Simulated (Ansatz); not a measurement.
Ansatz (a quantum-chemistry and plane-wave program) input (B3LYP/6-31G*):

Ansatz 0.2 input:
```yaml
crystal:
  periodic: [false, false, false]
  atoms:
    - {symbol: O, position_ang: [-0.00000000, -0.00000000, -0.67658357]}
    - {symbol: O, position_ang: [0.00000000, 0.00000000, 0.67658357]}
basis:
  gaussian:
    orbitals: 6-31G*
hamiltonian:
  xc: {name: B3LYP}
total_charge: -1
magnetization: {spin_polarized: true, initial_magnetization: 1}
phonons: {temperatures: {t_min: 298.15, t_max: 298.15, t_step: 100}}
```

Output:

```
WARN ansatz: RAYON_NUM_THREADS=1 ignored (pool sized by the plan → 1); use --threads N
Functional definition: B3LYP
integrals: 0.00 GiB planned
271 factors; integrals over basis functions are off by at most 1.1e-4 eV
mean field: 0.07 GiB planned
mean field evaluation 1: about -4088.7458 eV, gradient 1.8e1 eV
mean field evaluation 2: about -4089.0939 eV, gradient 1.5e1 eV
mean field evaluation 4: about -4089.8543 eV, gradient 1.8e-1 eV
mean field evaluation 8: about -4089.8629 eV, gradient 2.0e-3 eV
mean field -4089.86293078 eV, -150.2996904975 hartree, gradient 1.5e-5 eV, S^2 0.752827; 0 other end points of the search recorded, 0 dependent functions left out
the calculation of the forces begins
reference -4089.86299252 eV, -150.2996927663 hartree; 9, 8 occupied and 21, 22 virtual orbitals, 271 factors
these checks for a lower state are left out or cut short: stability, starts, cluster_reference, orbital_swaps, neighbouring_geometries, increment
integrals: 0.00 GiB planned
271 factors; integrals over basis functions are off by at most 1.1e-4 eV
mean field: 0.07 GiB planned
mean field evaluation 16: about -4089.8544 eV, gradient 8.0e-2 eV
mean field -4089.86293078 eV, -150.2996904976 hartree, gradient 9.6e-8 eV, S^2 0.752827; 0 other end points of the search recorded, 0 dependent functions left out
the calculation of the forces begins
reference -4089.86299252 eV, -150.2996927664 hartree; 9, 8 occupied and 21, 22 virtual orbitals, 271 factors
these checks for a lower state are left out or cut short: stability, starts, cluster_reference, orbital_swaps, neighbouring_geometries, increment
integrals: 0.00 GiB planned
271 factors; integrals over basis functions are off by at most 1.1e-4 eV
mean field: 0.07 GiB planned
mean field -4089.86293078 eV, -150.2996904976 hartree, gradient 9.6e-8 eV, S^2 0.752827; 0 other end points of the search recorded, 0 dependent functions left out
the calculation of the forces begins
reference -4089.86299252 eV, -150.2996927664 hartree; 9, 8 occupied and 21, 22 virtual orbitals, 271 factors
these checks for a lower state are left out or cut short: stability, starts, cluster_reference, orbital_swaps, neighbouring_geometries, increment
integrals: 0.00 GiB planned
271 factors; integrals over basis functions are off by at most 1.1e-4 eV
mean field: 0.07 GiB planned
mean field evaluation 32: about -4089.8629 eV, gradient 5.3e-5 eV
mean field -4089.86293078 eV, -150.2996904976 hartree, gradient 3.8e-7 eV, S^2 0.752827; 0 other end points of the search recorded, 0 dependent functions left out
the calculation of the forces begins
reference -4089.86299252 eV, -150.2996927664 hartree; 9, 8 occupied and 21, 22 virtual orbitals, 271 factors
these checks for a lower state are left out or cut short: stability, starts, cluster_reference, orbital_swaps, neighbouring_geometries, increment
integrals: 0.00 GiB planned
271 factors; integrals over basis functions are off by at most 1.1e-4 eV
mean field: 0.07 GiB planned
mean field -4089.86293078 eV, -150.2996904976 hartree, gradient 3.8e-7 eV, S^2 0.752827; 0 other end points of the search recorded, 0 dependent functions left out
the calculation of the forces begins
reference -4089.86299252 eV, -150.2996927664 hartree; 9, 8 occupied and 21, 22 virtual orbitals, 271 factors
these checks for a lower state are left out or cut short: stability, starts, cluster_reference, orbital_swaps, neighbouring_geometries, increment
integrals: 0.00 GiB planned
271 factors; integrals over basis functions are off by at most 1.1e-4 eV
mean field: 0.07 GiB planned
mean field -4089.86279186 eV, -150.2996853924 hartree, gradient 1.5e-6 eV, S^2 0.752822; 0 other end points of the search recorded, 0 dependent functions left out
the calculation of the forces begins
reference -4089.86285358 eV, -150.2996876605 hartree; 9, 8 occupied and 21, 22 virtual orbitals, 271 factors
these checks for a lower state are left out or cut short: stability, starts, cluster_reference, orbital_swaps, neighbouring_geometries, increment
integrals: 0.00 GiB planned
271 factors; integrals over basis functions are off by at most 1.1e-4 eV
mean field: 0.07 GiB planned
mean field -4089.86279970 eV, -150.2996856804 hartree, gradient 9.5e-7 eV, S^2 0.752832; 0 other end points of the search recorded, 0 dependent functions left out
the calculation of the forces begins
reference -4089.86286146 eV, -150.2996879500 hartree; 9, 8 occupied and 21, 22 virtual orbitals, 271 factors
Total energy: -4089.86299252 eV, -150.2996927663 hartree
Atom 0 at    -0.000000    -0.000000    -0.676584 Å, force     0.000000    -0.000000    -0.001285 eV/Å
Atom 1 at     0.000000     0.000000     0.676584 Å, force    -0.000000     0.000000     0.001285 eV/Å
Dipole moment:     0.000000     0.000000     0.000000 e Å
Vibrations: 1211.83 cm⁻¹, zero-point energy 0.075124 eV
```

The blocks after the first are displaced geometries, from whose forces the wavenumbers follow.

The dipole moment of an ion depends on the origin.
